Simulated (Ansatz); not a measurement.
## O₂, triplet: the ladder up to UCCSDTQ

Geometry: MP2(full)/6-31G*, from the G2/97 set.

```yaml
atoms:
  - { symbol: O, position_ang: [0.0000, 0.0000, 0.0000] }
  - { symbol: O, position_ang: [0.0000, 0.0000, 1.2460] }
```

Basis cc-pVDZ; Ansatz 0.2.0. Correlated methods freeze the noble-gas cores, which leaves 12 electrons in 26 orbitals. R marks a restricted (for open shells ROHF) determinant, U an unrestricted one. Active spaces: valence = (12e, 8o) chosen from the atoms' valence shells.

Full CI isn't at hand for all of this; UCCSDTQ serves as the reference, and is uncertain by about the last step of the cluster series. The frozen core follows each run's orbitals, which can shift R against U totals by a few meV.

HF rows are the lowest solutions found. Coupled cluster chose its determinant by trial CCSD, here up to 0.08 eV above the lowest Hartree–Fock solution of its kind, and MP2 stands on that determinant too.

```
UHF ⟨S²⟩                          : 2.033
T1 diagnostic (RCCSD)             : 0.0154
largest doubles amplitude (RCCSD) : 0.110
T1 diagnostic (UCCSD)             : 0.0146
```

| level | E − E(UCCSDTQ) (meV) | share of correlation (%) | wall time |
| --- | --- | --- | --- |
| RHF | 10490 | 0.00 | – |
| RMP2 | -59 | 100.56 | – |
| UMP2 | 379 | 96.38 | – |
| RCCSD | 389 | 96.29 | – |
| UCCSD | 353 | 96.63 | – |
| RCCSD(T) | 64 | 99.39 | 1.2 s |
| UCCSD(T) | 61 | 99.42 | 1.1 s |
| BCCD(T) | 63 | 99.39 | 1.5 s |
| RCCSDT | 62 | 99.41 | – |
| UCCSDT | 56 | 99.47 | – |
| RCCSDT(Q) | -7 | 100.07 | 9.5 s |
| UCCSDT(Q) | -6 | 100.06 | 7.5 s |
| RCCSDTQ | 2 | 99.98 | 57 s (H100) |

The correlation energy at UCCSDTQ, counted from RHF, is -10.490 eV. That run took 35 s on 2 threads of AMD EPYC 7R13 with a shared H100 80 GB, shared host.

Run but not shown, since their state or frozen core can't be matched to the reference's or they repeat it: UHF, CISD, CISDTQ, CASSCF (valence space), NEVPT2 (valence space), MRCISD (valence space), MRCISD+Q (valence space).

Times hold each run's SCF and search for its determinant on a shared host, so for small cases they say little of a method's own cost; rows without a card ran on 1 thread of AMD EPYC 7R13.

Natural occupations of CASSCF (valence space) about the gap: 1.957 1.957 1.953 1.043 1.043 0.053; effectively unpaired electrons, Σ n²(2−n)², 2.03.

Atomization energy (electronic, same basis, no zero-point term; atoms at the same level, unrestricted beside the R rows where the molecule is a closed shell, with restricted open-shell steps beyond CCSDT(Q)) at UCCSDTQ: 437.5 kJ/mol. Errors of other levels:

```json
{"level": "RHF", "error (kJ/mol)": "-368.2"}
{"level": "RMP2", "error (kJ/mol)": "89.9"}
{"level": "UMP2", "error (kJ/mol)": "47.5"}
{"level": "RCCSD", "error (kJ/mol)": "-32.2"}
{"level": "UCCSD", "error (kJ/mol)": "-29.1"}
{"level": "RCCSD(T)", "error (kJ/mol)": "-4.9"}
{"level": "UCCSD(T)", "error (kJ/mol)": "-4.8"}
{"level": "BCCD(T)", "error (kJ/mol)": "-4.8"}
{"level": "RCCSDT", "error (kJ/mol)": "-5.3"}
{"level": "UCCSDT", "error (kJ/mol)": "-5.0"}
{"level": "RCCSDT(Q)", "error (kJ/mol)": "1.0"}
{"level": "UCCSDT(Q)", "error (kJ/mol)": "0.6"}
{"level": "RCCSDTQ", "error (kJ/mol)": "0.1"}
```

This basis is far from its limit, so the value isn't to be set against a measured one.
